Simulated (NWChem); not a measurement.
# Correlation energy of OS

```xyz
2

O      0.0000     0.0000     1.0012
S      0.0000     0.0000    -0.5006
```
Charge 0, spin multiplicity 3.

The numbers come from NWChem runs, not from measurements. Structure: optimised with UPBE0/def2-SVP, a minimum by its harmonic frequencies.

Basis set: cc-pVDZ. Each correlation energy counts from its own Hartree-Fock reference.

The correlated methods keep 6 core orbitals frozen. The structure started from a generated list of species. The unpaired electrons of the parent sit in orbitals of symmetry b1 and b2 (C2v labels of the run); other states weren't searched. The stability of the SCF solutions was not checked. Open-shell Hartree-Fock references start from PBE0 orbitals. Coupled-cluster values serve here as a point of comparison, not as the truth.

Q: For the correlation energy, URI-MP2 gives -294.1 mHa and UMP2 gives -294.0 mHa. What do SCS-UMP2, CCSD on UHF, CCSD[T] on UHF give?

A: SCS-UMP2: -277.3 mHa; CCSD on UHF: -305.6 mHa; CCSD[T] on UHF: -316.2 mHa.
